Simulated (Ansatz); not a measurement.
# SiN2H6 (SMILES NN[SiH3]) at SVWN5/6-311+G(d,p)

What is the vertical electron affinity of SiN2H6 at SVWN5/6-311+G**? 

The results are computed with Ansatz 0.2.0.

38 further runs of the same task are left out: 38 set aside as unsound or not needed.

## 1. The molecule

SiN2H6 has 9 atoms, charge 0, and is taken as a singlet. SMILES: `NN[SiH3]`. Geometry: relaxed at PBE0-D4/def2-TZVP. This is one conformer, not always the lowest.

Bond lengths: N1–N2 1.407 Å, N2–Si3 1.714 Å, N1–H4 1.014 Å, N1–H5 1.013 Å, N2–H6 1.005 Å, Si3–H7 1.494 Å, Si3–H8 1.491 Å, Si3–H9 1.486 Å. Some angles: N1–N2–Si3 123.5°, N1–N2–H6 112.1°, Si3–N2–H6 123.5°, N2–N1–H4 110.8°, N2–N1–H5 110.1°, N2–Si3–H7 112.3°, N2–Si3–H8 110.9°, N2–Si3–H9 107.1°, H4–N1–H5 108.5°, H7–Si3–H8 106.4°.

## 2. The energy at SVWN5/6-311+G(d,p)

The input, job.yaml:

```yaml
crystal:
  periodic: [false, false, false]
  atoms:
    - symbol: N
      position_ang: [-0.558800, 0.925000, -1.203100]
    - symbol: "N"
      position_ang: [-0.285500, 0.708200, 0.159700]
    - symbol: Si
      position_ang: [0.408400, -0.736600, 0.767500]
    - symbol: H
      position_ang: [0.267900, 0.761300, -1.767500]
    - symbol: H
      position_ang: [-1.290500, 0.297600, -1.515600]
    - symbol: H
      position_ang: [-0.377500, 1.549300, 0.701800]
    - symbol: H
      position_ang: [1.729200, -1.040000, 0.139600]
    - symbol: H
      position_ang: [-0.469800, -1.907300, 0.484500]
    - symbol: H
      position_ang: [0.576500, -0.557300, 2.233000]
basis:
  gaussian:
    orbitals: 6-311+G_st__st_-spherical.json
total_charge: 0
hamiltonian:
  xc: {name: SVWN5}
output: {orbitals: {seedname: orbitals}}
accuracy: high
```

The basis set 6-311+G** is read from a file made from the Basis Set Exchange's data (not shown).

Started as:

```sh
$ ansatz run job.yaml --threads 1 --pin off --max-ram 3480MiB --events-out events.jsonl --progress --plain --runs-dir runs
```

Output:

```text
Warning: RAYON_NUM_THREADS=1 ignored (pool sized by the plan → 1); use --threads N
Functional definition: SVWN5
  name "SVWN5"
  exchange = slater_x
  correlation = vwn5_c
2142 factors; integrals over basis functions are off by at most 4.4e-9 eV
mean field evaluation 1: about -10887.4958 eV, gradient 7.5e1 eV
mean field evaluation 2: about -10819.3078 eV, gradient 1.7e2 eV
mean field evaluation 4: about -10898.7975 eV, gradient 8.2e0 eV
mean field evaluation 8: about -10898.9512 eV, gradient 2.5e-1 eV
mean field evaluation 16: about -10898.9513 eV, gradient 1.6e-5 eV
mean field -10898.95134075 eV, -400.5290741982 hartree, gradient 6.9e-8 eV, S^2 0.000000; 0 other end points of the search recorded, 0 dependent functions left out
reference -10898.95134631 eV, -400.5290744023 hartree; 17, 17 occupied and 93, 93 virtual orbitals, 2142 factors
Total energy: -10898.95134631 eV, -400.5290744023 hartree
```

It took 4.8 s on 1 thread of Arm Neoverse V2, shared host; peak memory 0.28 GiB.

## 3. The doublet anion at the same level

The input, run.yaml:

```yaml
crystal:
  periodic: [false, false, false]
  atoms:
    - symbol: "N"
      position_ang: [-0.558800, 0.925000, -1.203100]
    - symbol: N
      position_ang: [-0.285500, 0.708200, 0.159700]
    - symbol: Si
      position_ang: [0.408400, -0.736600, 0.767500]
    - symbol: H
      position_ang: [0.267900, 0.761300, -1.767500]
    - symbol: H
      position_ang: [-1.290500, 0.297600, -1.515600]
    - symbol: H
      position_ang: [-0.377500, 1.549300, 0.701800]
    - symbol: H
      position_ang: [1.729200, -1.040000, 0.139600]
    - symbol: H
      position_ang: [-0.469800, -1.907300, 0.484500]
    - symbol: H
      position_ang: [0.576500, -0.557300, 2.233000]
basis:
  gaussian:
    orbitals: 6-311+G_st__st_-spherical.json
total_charge: -1
magnetization:
  spin_polarized: true
  initial_magnetization: 1
hamiltonian:
  xc: {name: SVWN5}
accuracy: high
output: {orbitals: {seedname: orbitals}}
```

The basis set 6-311+G** is read from a file made from the Basis Set Exchange's data (not shown).

Started as:

```sh
$ ansatz run run.yaml --threads 1 --pin off --max-ram 3480MiB --events-out events.jsonl --progress --plain --runs-dir runs
```

Output:

```text
Warning: RAYON_NUM_THREADS=1 ignored (pool sized by the plan → 1); use --threads N
[... 4 set-up lines as earlier in the session ...]
2142 factors; integrals over basis functions are off by at most 4.4e-9 eV
mean field evaluation 1: about -10894.2311 eV, gradient 2.8e1 eV
mean field evaluation 2: about -10886.1184 eV, gradient 5.2e1 eV
mean field evaluation 4: about -10898.1674 eV, gradient 2.6e0 eV
mean field evaluation 8: about -10898.2143 eV, gradient 1.3e-1 eV
mean field evaluation 16: about -10898.2147 eV, gradient 7.3e-4 eV
mean field evaluation 32: about -10897.4150 eV, gradient 2.1e0 eV
mean field -10898.21470865 eV, -400.5020034677 hartree, gradient 3.1e-8 eV, S^2 0.750398; 9 other end points of the search recorded, 0 dependent functions left out
reference -10898.21471198 eV, -400.5020035900 hartree; 18, 17 occupied and 92, 93 virtual orbitals, 2142 factors
Total energy: -10898.21471198 eV, -400.5020035900 hartree
```

Run time: 11 s. Hardware: 1 thread of Arm Neoverse V2, shared host; peak memory 0.35 GiB.

## 4. Results

Level: SVWN5/6-311+G**.

| quantity | value |
| --- | --- |
| singlet SiN2H6: total energy | -400.52907 Eh |
| singlet SiN2H6: HOMO energy | -5.78 eV |
| singlet SiN2H6: LUMO energy | -0.95 eV |
| singlet SiN2H6: HOMO–LUMO gap | 4.83 eV |
| doublet anion: total energy | -400.50200 Eh |
| doublet anion: HOMO energy (highest over α and β) | 2.39 eV |
| doublet anion: LUMO energy (lowest over α and β) | 2.77 eV |
| doublet anion: ⟨S²⟩ | 0.750 |
| vertical electron affinity (to the doublet anion) | -0.737 eV |

The anion lies 0.74 eV (17.0 kcal/mol) above the neutral: the electron isn't bound at this level, and such a value depends on the basis. The HOMO (doublet anion) lies at positive energy, 2.39 eV, as semi-local functionals often give for anions; only total energies tell whether the electron is bound.
